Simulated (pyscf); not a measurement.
Structures and frequencies: ωB97X-D3(BJ)/def2-SVP in PySCF. MP2 and CC: frozen core, UHF for open shells. ΔMP2 is the change of the MP2 total energy from the triple- to the quadruple-zeta basis.

SMILES: C=CN=C
```xyz
9

C      0.3624     0.7256     0.4144
C     -0.2545    -0.4481     0.2364
N     -0.9550    -0.8212    -0.9221
C     -1.8840    -0.0757    -1.3529
H      0.9402     0.9197     1.3214
H      0.3454     1.4995    -0.3595
H     -0.1797    -1.2457     0.9856
H     -2.3994    -0.3382    -2.2884
H     -2.2121     0.8404    -0.8246
```

Task: What is the homolytic dissociation enthalpy (298 K, CCSD(T)/def2-TZVPP + ΔMP2(QZVPP)) of the C–N bond of H₂C=CH–N=CH₂, to •HC=CH₂ + H₂C=N•?

Result: C–N to •HC=CH₂ + H₂C=N•: 86.5 kcal/mol. The radicals are drawn with the spin at the cut bond; how far it spreads was not checked. H₂C=CH–N=CH₂ lies 29.2 kcal/mol over its isomer H₃C–CH₂–C≡N, and others may lie lower still (electronic energy, ωB97M-D3(BJ)). Other isomers of •HC=CH₂, H₂C=N• were not searched in full and may lie lower. The CCSD(T) − MP2 part came from Ansatz, without density fitting, on the same reference. A UHF reference is spin-contaminated (<S²> up to 0.96), which harms MP2 most.
